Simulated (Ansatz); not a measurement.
The input, for Ansatz 0.2.0:

```yaml
crystal:
  periodic: [false, false, false]
  atoms:
    - {symbol: C, position_ang: [0.000000, 0.000000, 1.123151]}
    - {symbol: Li, position_ang: [0.000000, 0.000000, -2.462849]}
    - {symbol: H, position_ang: [0.000000, 0.876160, 1.788206]}
    - {symbol: H, position_ang: [0.000000, -0.876160, 1.788206]}
basis:
  gaussian: {orbitals: cc-pVTZ}
magnetization: {spin_polarized: false, initial_magnetization: 1}
correlation: {active_space: {ras: {orbitals: [3, 1, 82], electrons: 7, max_holes: 2, max_particles: 2}, fixed_orbitals: true}}
scf: {lower_state_search: off}
```

```sh
$ ansatz run in.yaml --threads 1 --pin off --events-out ev --progress --plain --max-ram 2393MiB
```

Log:

```
these checks for a lower state are left out or cut short: stability, starts, cluster_reference, orbital_swaps, neighbouring_geometries, increment
488 factors; integrals over basis functions are off by at most 1.4e-3 eV
mean field evaluation 1: about -1258.1461 eV, gradient 2.3e1 eV
mean field evaluation 2: about -1258.1459 eV, gradient 2.3e1 eV
mean field evaluation 4: about -1259.9245 eV, gradient 1.2e1 eV
mean field evaluation 8: about -1260.6495 eV, gradient 3.5e-1 eV
mean field evaluation 16: about -1260.6527 eV, gradient 3.3e-6 eV
mean field -1260.65269872 eV, -46.3281321768 hartree, gradient 3.3e-6 eV, S^2 0.750000; 0 other end points of the search recorded, 0 dependent functions left out
reference -1260.65269872 eV, -46.3281321768 hartree; 6, 5 occupied and 82, 83 virtual orbitals, 488 factors
state -1264.95464330 eV, -46.4862257242 hartree
Total energy: -1264.95464330 eV, -46.4862257242 hartree
Checks for a lower state left out: stability, starts, cluster_reference, orbital_swaps, neighbouring_geometries, increment
```

Ran on 1 thread of AMD EPYC 7B13, shared host: 5.5 s wall, 0.3 GiB peak host memory.
